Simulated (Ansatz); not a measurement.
# H4NSi: the cost of one run

Computed with Ansatz 0.2.0, Gaussian basis. Level: the settings change from run to run.

11 further runs of the same task are left out: 1 for a mislabelled method, 8 that didn't finish, 2 set aside as unsound or not needed.

## (1) The system

The geometry derives from fragments relaxed apart (PBE0/def2-TZVP) and kept rigid, so it is no stationary point. A hydrogen atom is moved between rigid fragments.

6 atoms, charge 0, spin multiplicity 4.

Atoms are counted from 1 here; the program's logs count them from 0.

Bond lengths: Si1–H2 1.485 Å, Si1–H3 1.485 Å, Si1–H4 1.485 Å, H5–N6 1.040 Å. Angles: H2–Si1–H3 109.5°, H2–Si1–H4 109.5°, H3–Si1–H4 109.5°.

## (2) CCSD(T) on ROHF/cc-pVDZ

The input, in.yaml:

```yaml
crystal:
  periodic: [false, false, false]
  atoms:
    - {symbol: Si, position_ang: [-0.988798, 0.000000, 0.000000]}
    - {symbol: H, position_ang: [-1.483670, 1.399708, 0.000000]}
    - {symbol: H, position_ang: [-1.483670, -0.699854, 1.212183]}
    - {symbol: H, position_ang: [-1.483670, -0.699854, -1.212183]}
    - {symbol: H, position_ang: [1.178202, 0.000000, 0.000000]}
    - {symbol: N, position_ang: [2.218202, 0.000000, 0.000000]}
basis:
  gaussian: {orbitals: cc-pVDZ}
magnetization: {spin_polarized: false, initial_magnetization: 3}
correlation: {method: ccsd_t, electrons: all}
accuracy: high
scf: {lower_state_search: light}
```

Run with:

```
ansatz run in.yaml --threads 1 --pin off --events-out ev --progress --plain --max-ram 2393MiB
```

What time and memory should one allow on 1 thread of INTEL XEON PLATINUM 8581C at 2.30GHz, shared host?

About 6 s, with a peak of 0.32 GiB.
